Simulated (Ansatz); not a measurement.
## doublet B3: levels of theory in one basis

```yaml
atoms:
  - { symbol: B, position_ang: [0.0000, 0.4874, -0.8442] }
  - { symbol: B, position_ang: [0.0000, -0.9748, 0.0000] }
  - { symbol: B, position_ang: [0.0000, 0.4874, 0.8442] }
```

Basis set: def2-SVP (spherical functions). Left uncorrelated: 3 orbitals. Correlation on ROHF uses semicanonical orbitals with singles. Charge 0, multiplicity 2.

Computed with Ansatz (development build ahead of 0.2.0); each method stands on the lowest determinant of its kind that the runs found.

```
      method  E − E(ROHF) (eV)  <S²> of the determinant
        ROHF              0.00                     0.75
         UHF             -1.09                     2.14
    ROHF-MP2             -6.97                        –
ROHF-CCSD(T)             -8.30                        –
```

Question: What does UHF-MP2 give on the same scale?

Answer: -5.51 eV.

Question: Is a single determinant a sound starting point here?

Answer: It is doubtful. Unrestricted orbitals lower Hartree–Fock by 1.09 eV and <S²> is 2.14 where a pure state has 0.75, a sign of strong static correlation.

Caution for ROHF, ROHF-MP2, ROHF-CCSD(T): an unrestricted determinant lies well below; the determinant may break the point group. Caution for UHF, UHF-MP2: the unrestricted determinant is a mixture of spin states.
